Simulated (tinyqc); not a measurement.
Inside a calculation. Method: MP2 on RHF in the sto-3g basis, frozen core, for CH3+, spin multiplicity 1. One step of it, computed by the program tinyqc.

Problem. Iteration 7 (converged): orbitals. Diagonalise F' = X^T F X, C = X C', fill 4 alpha and 4 beta electrons from the bottom; D = 2 C_occ C_occ^T. Each column has its largest component positive (the first on a tie).

converged F (hartree), order 1C 1s, 1C 2s, 1C 2px, 1C 2py, 1C 2pz, 2H 1s, 3H 1s, 4H 1s:
$$\begin{pmatrix}
-11.581408 & -3.098396 & 0.000000 & 0.000000 & -0.001084 & -0.720448 & -0.720050 & -0.720050 \\
-3.098396 & -1.933745 & 0.000006 & 0.000000 & 0.028954 & -0.872462 & -0.872173 & -0.872173 \\
0.000000 & 0.000006 & -0.761420 & 0.000000 & 0.000004 & -0.610183 & 0.305242 & 0.305242 \\
0.000000 & 0.000000 & 0.000000 & -0.761188 & 0.000000 & 0.000000 & -0.528252 & 0.528252 \\
-0.001084 & 0.028954 & 0.000004 & 0.000000 & -0.232881 & 0.037965 & 0.037949 & 0.037949 \\
-0.720448 & -0.872462 & -0.610183 & 0.000000 & 0.037965 & -0.777883 & -0.244852 & -0.244852 \\
-0.720050 & -0.872173 & 0.305242 & -0.528252 & 0.037949 & -0.244852 & -0.777653 & -0.244964 \\
-0.720050 & -0.872173 & 0.305242 & 0.528252 & 0.037949 & -0.244852 & -0.244964 & -0.777653
\end{pmatrix}$$

X, order 1C 1s, 1C 2s, 1C 2px, 1C 2py, 1C 2pz, 2H 1s, 3H 1s, 4H 1s:
$$\begin{pmatrix}
1.028287 & -0.164414 & 0.000004 & 0.000000 & 0.002407 & 0.025179 & 0.025177 & 0.025177 \\
-0.164414 & 1.389101 & 0.000000 & 0.000000 & -0.025063 & -0.319107 & -0.318957 & -0.318957 \\
0.000004 & 0.000000 & 1.175612 & 0.000000 & -0.000001 & -0.327520 & 0.163808 & 0.163808 \\
0.000000 & 0.000000 & 0.000000 & 1.175364 & 0.000000 & 0.000000 & -0.283441 & 0.283441 \\
0.002407 & -0.025063 & -0.000001 & 0.000000 & 1.001722 & 0.022000 & 0.021987 & 0.021987 \\
0.025179 & -0.319107 & -0.327520 & 0.000000 & 0.022000 & 1.239964 & -0.029007 & -0.029007 \\
0.025177 & -0.318957 & 0.163808 & -0.283441 & 0.021987 & -0.029007 & 1.239788 & -0.028960 \\
0.025177 & -0.318957 & 0.163808 & 0.283441 & 0.021987 & -0.029007 & -0.028960 & 1.239788
\end{pmatrix}$$

Give: F' = X^T F X; orbital energies; coefficients C; D after iteration 7.

Solution.

F' = X^T F X (hartree):
$$\begin{pmatrix}
-11.343 & -1.590 & 0.000 & 0.000 & 0.001 & -0.096 & -0.096 & -0.096 \\
-1.590 & -0.924 & 0.000 & 0.000 & -0.006 & -0.430 & -0.430 & -0.430 \\
0.000 & 0.000 & -0.433 & 0.000 & 0.000 & -0.494 & 0.247 & 0.247 \\
0.000 & 0.000 & 0.000 & -0.433 & 0.000 & 0.000 & -0.427 & 0.427 \\
0.001 & -0.006 & 0.000 & 0.000 & -0.230 & 0.027 & 0.027 & 0.027 \\
-0.096 & -0.430 & -0.494 & 0.000 & 0.027 & -0.275 & -0.055 & -0.055 \\
-0.096 & -0.430 & 0.247 & -0.427 & 0.027 & -0.055 & -0.275 & -0.055 \\
-0.096 & -0.430 & 0.247 & 0.427 & 0.027 & -0.055 & -0.055 & -0.275
\end{pmatrix}$$

orbital energies (hartree): MO1 -11.587, MO2 -1.261, MO3 -0.941, MO4 -0.940, MO5 -0.233, MO6 0.200, MO7 0.287, MO8 0.288

coefficients C, order 1C 1s, 1C 2s, 1C 2px, 1C 2py, 1C 2pz, 2H 1s, 3H 1s, 4H 1s:
$$\begin{pmatrix}
0.993 & -0.234 & 0.000 & 0.000 & -0.023 & -0.212 & 0.000 & 0.000 \\
0.031 & 0.741 & 0.000 & 0.000 & 0.114 & 1.304 & 0.000 & 0.000 \\
0.000 & 0.000 & 0.643 & 0.000 & 0.000 & 0.000 & 0.000 & 1.063 \\
0.000 & 0.000 & 0.000 & 0.643 & 0.000 & 0.000 & 1.063 & 0.000 \\
-0.001 & -0.019 & 0.000 & 0.000 & 0.993 & -0.138 & 0.000 & 0.000 \\
-0.006 & 0.180 & 0.415 & 0.000 & -0.042 & -0.731 & 0.000 & -1.004 \\
-0.006 & 0.180 & -0.208 & 0.360 & -0.042 & -0.731 & -0.869 & 0.502 \\
-0.006 & 0.180 & -0.208 & -0.360 & -0.042 & -0.731 & 0.869 & 0.502
\end{pmatrix}$$

D after iteration 7, order 1C 1s, 1C 2s, 1C 2px, 1C 2py, 1C 2pz, 2H 1s, 3H 1s, 4H 1s:
$$\begin{pmatrix}
2.081 & -0.285 & 0.000 & 0.000 & 0.008 & -0.096 & -0.096 & -0.096 \\
-0.285 & 1.099 & 0.000 & 0.000 & -0.029 & 0.266 & 0.266 & 0.266 \\
0.000 & 0.000 & 0.826 & 0.000 & 0.000 & 0.533 & -0.267 & -0.267 \\
0.000 & 0.000 & 0.000 & 0.826 & 0.000 & 0.000 & 0.462 & -0.462 \\
0.008 & -0.029 & 0.000 & 0.000 & 0.001 & -0.007 & -0.007 & -0.007 \\
-0.096 & 0.266 & 0.533 & 0.000 & -0.007 & 0.409 & -0.107 & -0.107 \\
-0.096 & 0.266 & -0.267 & 0.462 & -0.007 & -0.107 & 0.409 & -0.108 \\
-0.096 & 0.266 & -0.267 & -0.462 & -0.007 & -0.107 & -0.108 & 0.409
\end{pmatrix}$$
